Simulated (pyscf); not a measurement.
Cl–TiH(Cl)–Cl + HO–SiH₃ → H₃Si–O–Ti(Cl)(Cl)–Cl + H₂, a four-centre exchange (singlet surface; H–Ti, H–O broken, O–Ti, H–H formed). PySCF, gas phase, ωB97X-D3(BJ)/def2-SVP geometries. Energies in kcal/mol from the separated reactants.

Small-basis levels: PySCF, no dispersion term, spherical d functions. 

**Question.** Quick B3LYP/6-31G*+LANL2DZ single points give ΔE‡ = 3.8 kcal/mol and ΔE = -48.0 kcal/mol. What does ωB97M-D3(BJ)/def2-TZVP give, and how far is the quick result from it?

**Answer.** ωB97M-D3(BJ)/def2-TZVP gives ΔE‡ = 2.5 kcal/mol and ΔE = -38.9 kcal/mol. B3LYP/6-31G*+LANL2DZ lies 1.3 kcal/mol over it in the barrier and 9.1 kcal/mol under it in the reaction energy, so on this step it does not hold to within 3.0 kcal/mol. ωB97M-D3(BJ)/def2-TZVP has limits of its own. On the reactant side the descent ends in an adduct with a O–Ti contact, 16.4 kcal/mol under the separated species and 14.2 kcal/mol under the saddle at ωB97X-D3(BJ)/def2-TZVP. What is counted as formed (O–Ti) is already present as a longer contact in the reactant adduct; forming that adduct is a step of its own. At the saddle there is also a short H–Ti contact that neither side keeps. At ωB97X-D3(BJ)/def2-TZVP the barrier from the zero used here is -2.2 kcal/mol. One saddle was located; it need not be the lowest between these sides.
